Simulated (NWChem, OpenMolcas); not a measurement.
# BPH6 (SMILES [BH3-][PH3+]): the dipole moment, rung by rung

The species is BPH6 (8 atoms), meant as a singlet with charge 0. As SMILES, `[BH3-][PH3+]`. The shape is that of a PBE0-D4/def2-TZVP optimisation.

Each level gives the dipole moment (D). The values are calculated.

```
           level                    kind     program  value (D)  CPU time
    HF/def2-SVPD            Hartree–Fock      NWChem       4.40      11 s
revPBE/def2-SVPD                     GGA      NWChem       3.90      22 s
 M06-L/def2-SVPD                meta-GGA      NWChem       3.88      35 s
 B3LYP/def2-SVPD           global hybrid  OpenMolcas       4.04      31 s
 BHLYP/def2-SVPD           global hybrid  OpenMolcas          ?      31 s
M06-2X/def2-SVPD         hybrid meta-GGA  OpenMolcas          ?      45 s
  PBE0/def2-SVPD           global hybrid      NWChem       4.07      22 s
 wB97X/def2-SVPD  range-separated hybrid      NWChem       4.22      57 s
```

Problem. Estimate the missing values from the other rows.

Solution. As computed at these levels: BHLYP/def2-SVPD: 4.20 D; M06-2X/def2-SVPD: 4.09 D. The values span 3.88 to 4.40 D. Times are those of the runs behind each value, whatever else they computed, on shared processors of several kinds: orders of magnitude only.
